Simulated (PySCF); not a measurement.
# C3H5NO (Methoxyacetonitrile): the cost of one run

Programs: PySCF 2.14.0, with density-fitted response routines of our own. Each step states its level of theory. These are calculated values for one molecule in the gas phase, unless marked as measured. Atoms count from 0, in the outputs and in this text.

### Step 1. The starting structure

10 atoms, charge 0, multiplicity 1; geometry from: MMFF94s.

Bonds of the start (Å): C0–O1 1.42, O1–C2 1.43, C2–C3 1.47, C3–N4 1.16, C0–H5 1.09, C0–H6 1.09, C0–H7 1.09, C2–H8 1.10, C2–H9 1.10.

### Step 2. Optimising the geometry at PBE0-D3(BJ)/def2-SVP

What the job is given:

```
{"job": {"xc": "PBE0", "basis": "def2-SVP", "d3": "d3bj", "grid": 1, "kind": "geom"}, "charge": 0, "multiplicity": 1}
C     -1.382487     0.178983     0.151685
O     -0.463772    -0.225143    -0.856942
C      0.823999    -0.570760    -0.326852
C      1.621204     0.608815     0.050245
N      2.253075     1.529092     0.371419
H     -2.342167     0.392696    -0.326788
H     -1.037825     1.087346     0.654196
H     -1.529419    -0.623862     0.880540
H      1.350552    -1.118427    -1.115543
H      0.706842    -1.258740     0.518040
```

Command:

```console
$ OMP_NUM_THREADS=1 python probes_run.py task.json out
```

The driver reads the jobs from task.json and runs them one after another.

Q: Estimate the wall time and peak memory of this first job on 1 thread of Arm Neoverse N1, shared host.

About 30 s, with a peak of 0.38 GiB.
